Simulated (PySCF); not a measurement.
# Basis-set dependence of population analyses: (chloromethyl)cyclopropane

(chloromethyl)cyclopropane, C₄H₇Cl.
Z-matrix (Å and degrees, PBE0-D3(BJ)/def2-SVP geometry), rows numbered from 1:
```
Cl
C   1  1.7961
C   2  1.4952  1  111.82
C   3  1.4971  2  119.82  1   -79.45
C   4  1.4989  3   60.27  2  -108.26
H   2  1.0995  1  106.71  3  -121.78
H   2  1.0989  1  106.62  3   122.48
H   3  1.0948  2  114.20  1    66.12
H   4  1.0940  3  117.38  5   108.47
H   4  1.0926  3  118.03  5  -108.68
H   5  1.0929  3  117.92  4   108.78
H   5  1.0941  3  117.91  4  -107.96
```

PBE0 throughout (PySCF), one geometry, spherical d and f functions. Isolated species at its PBE0-D3(BJ)/def2-SVP geometry (one conformer only). Atoms taken as equivalent share a column and are averaged. The first 7 of 8 kinds of atom are listed.

Mulliken charges (e):

```tsv
basis	functions	Cl1	C2	C3	C4/C5	H6/H7	H8	H9/H12
STO-3G	36	-0.161	-0.113	-0.083	-0.170	+0.112	+0.098	+0.092
6-31G	63	-0.004	-0.537	-0.158	-0.341	+0.221	+0.198	+0.183
pcSseg-0	63	-0.056	-0.568	-0.394	-0.431	+0.292	+0.266	+0.255
6-31G*	88	-0.074	-0.453	-0.132	-0.368	+0.219	+0.196	+0.188
def2-SVP	109	-0.186	+0.039	-0.186	-0.076	+0.079	+0.065	+0.063
cc-pVDZ	109	-0.142	-0.055	-0.128	-0.047	+0.086	+0.035	+0.051
aug-cc-pVDZ	182	-0.069	-0.184	+0.913	+0.917	-0.080	-0.472	-0.461
6-311+G(2d,p)	185	-0.034	-0.475	+0.286	-0.346	+0.167	+0.101	+0.119
def2-TZVP	203	-0.168	-0.159	-0.064	-0.250	+0.137	+0.119	+0.124
cc-pVTZ	252	-0.176	-0.118	-0.067	-0.218	+0.121	+0.118	+0.108
IGLO-III	254	-0.025	-0.350	+0.016	-0.243	+0.140	+0.119	+0.110
```

IAO charges (e):

| basis | functions | Cl1 | C2 | C3 | C4/C5 | H6/H7 | H8 | H9/H12 |
| --- | --- | --- | --- | --- | --- | --- | --- | --- |
| STO-3G | 36 | -0.083 | -0.257 | -0.149 | -0.266 | +0.152 | +0.146 | +0.140 |
| 6-31G | 63 | -0.131 | -0.251 | -0.137 | -0.296 | +0.168 | +0.155 | +0.152 |
| pcSseg-0 | 63 | -0.118 | -0.255 | -0.151 | -0.293 | +0.167 | +0.158 | +0.151 |
| 6-31G* | 88 | -0.128 | -0.230 | -0.131 | -0.283 | +0.158 | +0.148 | +0.145 |
| def2-SVP | 109 | -0.120 | -0.221 | -0.128 | -0.278 | +0.153 | +0.144 | +0.141 |
| cc-pVDZ | 109 | -0.128 | -0.225 | -0.131 | -0.287 | +0.157 | +0.149 | +0.146 |
| aug-cc-pVDZ | 182 | -0.135 | -0.227 | -0.135 | -0.296 | +0.161 | +0.153 | +0.150 |
| 6-311+G(2d,p) | 185 | -0.131 | -0.232 | -0.135 | -0.296 | +0.162 | +0.153 | +0.151 |
| def2-TZVP | 203 | -0.127 | -0.232 | -0.135 | -0.296 | +0.161 | +0.152 | +0.150 |
| cc-pVTZ | 252 | -0.129 | -0.232 | -0.135 | -0.297 | +0.161 | +0.153 | +0.151 |
| IGLO-III | 254 | -0.125 | -0.235 | -0.135 | -0.297 | +0.161 | +0.153 | +0.151 |

Some averages cover members that differ in this geometry, most widely: H6/H7, Mulliken in aug-cc-pVDZ -0.123 to -0.037; C4/C5, Mulliken in 6-311+G(2d,p) -0.366 to -0.326; C4/C5, Mulliken in cc-pVTZ -0.235 to -0.201; C4/C5, Mulliken in aug-cc-pVDZ +0.902 to +0.932 e.

Question: Which scheme is steadiest as the basis changes?

Answer: Largest range over the bases for any column: IAO 0.05 e, Mulliken 1.35 e. IAO charges move least and Mulliken charges most, counted in e. Without the minimal STO-3G basis the ranges are IAO 0.03, Mulliken 1.35 e.

Question: How much do the charges still move between the two largest bases, cc-pVTZ and IGLO-III?

Answer: At most, over all atoms: Mulliken 0.232 e, IAO 0.004 e.

Question: What do the same runs give for the total energy, the frontier levels and the dipole moment?

Answer: 
```json
{"basis": "STO-3G", "energy (Eh)": "-609.6153", "HOMO (eV)": "-6.41", "LUMO (eV)": "4.32", "μ (D)": "2.39"}
{"basis": "6-31G", "energy (Eh)": "-616.3901", "HOMO (eV)": "-8.10", "LUMO (eV)": "1.29", "μ (D)": "2.53"}
{"basis": "pcSseg-0", "energy (Eh)": "-615.5769", "HOMO (eV)": "-8.19", "LUMO (eV)": "1.27", "μ (D)": "2.51"}
{"basis": "6-31G*", "energy (Eh)": "-616.4472", "HOMO (eV)": "-8.04", "LUMO (eV)": "1.23", "μ (D)": "2.31"}
{"basis": "def2-SVP", "energy (Eh)": "-616.2125", "HOMO (eV)": "-8.00", "LUMO (eV)": "1.39", "μ (D)": "2.01"}
{"basis": "cc-pVDZ", "energy (Eh)": "-616.4817", "HOMO (eV)": "-8.06", "LUMO (eV)": "1.17", "μ (D)": "2.14"}
{"basis": "aug-cc-pVDZ", "energy (Eh)": "-616.4937", "HOMO (eV)": "-8.19", "LUMO (eV)": "-0.06", "μ (D)": "2.24"}
{"basis": "6-311+G(2d,p)", "energy (Eh)": "-616.5242", "HOMO (eV)": "-8.20", "LUMO (eV)": "0.23", "μ (D)": "2.21"}
{"basis": "def2-TZVP", "energy (Eh)": "-616.5377", "HOMO (eV)": "-8.15", "LUMO (eV)": "0.91", "μ (D)": "2.14"}
{"basis": "cc-pVTZ", "energy (Eh)": "-616.5424", "HOMO (eV)": "-8.15", "LUMO (eV)": "0.84", "μ (D)": "2.17"}
{"basis": "IGLO-III", "energy (Eh)": "-616.5379", "HOMO (eV)": "-8.13", "LUMO (eV)": "0.67", "μ (D)": "2.01"}
```

The dipole is fixed by the density alone, so its range of 0.52 D shows that the density itself changes with the basis, not only its division among atoms.
